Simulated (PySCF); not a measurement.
# Ionising LiO

revPBE; Li aug-cc-pVDZ, O aug-cc-pVDZ; no relativity (PySCF 2.14). Neutral (UKS): doublet (π ↑), Re = 1.734 Å, ωe = 762 cm⁻¹, De = 3.53 eV, HOMO -4.21 eV, LUMO -3.38 eV.

LiO⁺ (UKS): triplet (π ↑↑), Re = 2.150 Å, ωe = 323 cm⁻¹, De = 0.49 eV to Li⁺ + O. The energies at the minima are -82.66825 hartree for LiO and -82.35083 for LiO⁺.

(1) Work out the adiabatic ionisation energy, without and with harmonic zero-point energies (1 hartree = 27.2114 eV, 1 eV = 8065.5 cm⁻¹), and the change of the bond length.

Weak bonds: LiO⁺. Basis-set superposition, not corrected here, can be much of De in a small basis, most of all at correlated wavefunction levels. For an ion De counts to the pair picked by the measured ionisation energies or electron affinities, which need not be the lowest pair at this level. States were picked by a PBE0 search and need not be the measured ground states.

Results:

(1) At revPBE: 0.31742 hartree = 8.637 eV between the minima; the zero-point term (323.0 − 762.0)/2 cm⁻¹ = -0.027 eV makes it 8.610 eV. Re changes by +41.6 pm against the neutral. The electron leaves a π orbital, and the ion is left as a loose complex of an ion and an atom.
